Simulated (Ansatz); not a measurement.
bcc Na, treated with revPBE in Ansatz (PAW).

Settings: plane-wave cutoff 520 eV, 18×18×18 k mesh, Fermi–Dirac smearing 0.05 eV, scalar-relativistic PAW data made under PBE.

The volume scan:

| V (Å³/atom) | E − E_lowest (meV/atom) | P (GPa) |
|---|---|---|
| 36.963 | 3.40 | 0.483 |
| 37.750 | 1.47 | 0.307 |
| 38.536 | 0.36 | 0.147 |
| 39.323 | 0.00 | 0.001 |
| 40.109 | 0.33 | -0.132 |
| 40.896 | 1.28 | -0.253 |
| 41.682 | 2.79 | -0.364 |

Question: What bulk modulus B0 and pressure derivative B′ does a third-order Birch–Murnaghan fit give?

Answer: V0 = 39.329 Å³/atom, B0 = 6.96 GPa, B′ = 3.7 (fit to the energies at full precision).

Measured, for comparison: bulk modulus 7.9 GPa (0 K value with the zero-point phonon effect removed, our sources range from 7.63 to 7.91; as tabulated in Mejia-Rodriguez and Trickey (2018), arXiv:1807.09216); equilibrium volume per atom 37.42 Å³/atom (static lattice: zero-point anharmonic expansion removed; as tabulated in Mejia-Rodriguez and Trickey (2018), arXiv:1807.09216). Computed (rounded) less measured: bulk modulus -12 % (-9 % to -12 % over the range), equilibrium volume per atom +5.1 %.

Static lattice: no zero-point or thermal effects.

Cost on a shared machine: around 40 core-seconds (rough).

Ansatz is an electronic-structure program.
